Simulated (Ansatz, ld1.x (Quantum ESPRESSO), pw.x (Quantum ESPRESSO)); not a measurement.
**pw.x on fcc Hf: one setting changed**

Potential: norm-conserving RRKJ (Kleinman–Bylander form), ld1.x (Quantum ESPRESSO) 7.5, PBEsol; core [Xe] 4f14, reference 5d2 6s1.75 6p0; waves: 6p (bound, empty): rc 3.25 bohr; 5d (bound): rc 2.80 bohr; 6s (bound): rc 2.25 bohr; local part: the s channel; core correction: a·sin(br)/r model core inside 1.85 bohr.

The reference run (k-mesh 13³, cutoffs 50/200 Ry, Fermi–Dirac 0.01 Ry, mixing_beta 0.4, conv_thr 1e-9, no spin) gives 0.78 GPa at 21.622 Å³/atom, where all-electron LAPW gives 0.13 GPa. This run, with its own iteration cap, changes k-mesh shift to 1.

```
&control
  calculation='scf', prefix='x', pseudo_dir='./', outdir='./tmp', tstress=.true., disk_io='none'
/
&system
  ibrav=0, nat=1, ntyp=1, ecutwfc=50, ecutrho=200, nbnd=9,
  occupations='smearing', smearing='fd', degauss=0.01
/
&electrons
  conv_thr=1e-09, mixing_beta=0.4, electron_maxstep=60
/
ATOMIC_SPECIES
Hf 1.0 Hf.UPF
CELL_PARAMETERS angstrom
  0.00000000 2.21116910 2.21116910
  2.21116910 0.00000000 2.21116910
  2.21116910 2.21116910 0.00000000
ATOMIC_POSITIONS crystal
Hf 0.0000 0.0000 0.0000
K_POINTS automatic
13 13 13 1 1 1
```

```bash
pw.x < Hf.scf.in > Hf.scf.out
```

Task: How does the run end?

Result: It converges in 6 iterations; the free energy moves by -0.2 meV/atom and the pressure by -0.03 GPa. The result is that of the reference run.

```
Message from routine setup:
     using ibrav=0 with symmetry is DISCOURAGED, use correct ibrav instead
     lattice parameter (alat)  =       5.9093  a.u.
     unit-cell volume          =     145.9125 (a.u.)^3
     number of electrons       =         4.00
     number of Kohn-Sham states=            9
     kinetic-energy cutoff     =      50.0000  Ry
     charge density cutoff     =     200.0000  Ry
     scf convergence threshold =      1.0E-09
     Exchange-correlation= PBESOL
     number of k points=   231  Fermi-Dirac smearing, width (Ry)=  0.0100
     iteration #  1     ecut=    50.00 Ry     beta= 0.40
     total energy              =     -11.72152966 Ry
     estimated scf accuracy    <       0.02721033 Ry
     iteration #  2     ecut=    50.00 Ry     beta= 0.40
     total energy              =     -11.71856178 Ry
     estimated scf accuracy    <       0.00647655 Ry
     iteration #  3     ecut=    50.00 Ry     beta= 0.40
     total energy              =     -11.71940646 Ry
     estimated scf accuracy    <       0.00003965 Ry
     iteration #  4     ecut=    50.00 Ry     beta= 0.40
     total energy              =     -11.71941257 Ry
     estimated scf accuracy    <       0.00001180 Ry
     iteration #  5     ecut=    50.00 Ry     beta= 0.40
     total energy              =     -11.71941422 Ry
     estimated scf accuracy    <       0.00000097 Ry
     iteration #  6     ecut=    50.00 Ry     beta= 0.40
     the Fermi energy is     9.0394 ev
!    total energy              =     -11.71941435 Ry
     estimated scf accuracy    <          2.2E-10 Ry
     smearing contrib. (-TS)   =      -0.00628964 Ry
     The total energy is F=E-TS. E is the sum of the following terms:
     one-electron contribution =       5.43477172 Ry
     hartree contribution      =       0.00770543 Ry
     xc contribution           =      -8.37760456 Ry
     ewald contribution        =      -8.77799729 Ry
     convergence has been achieved in   6 iterations
          total   stress  (Ry/bohr**3)                   (kbar)     P=        7.52
     Message from routine punch:
     Nothing written, as per user request (disk_io='none')
```

The run took about 21 s on one core of a shared host (Neoverse-V1, 32 threads, 247 GiB, load 27).
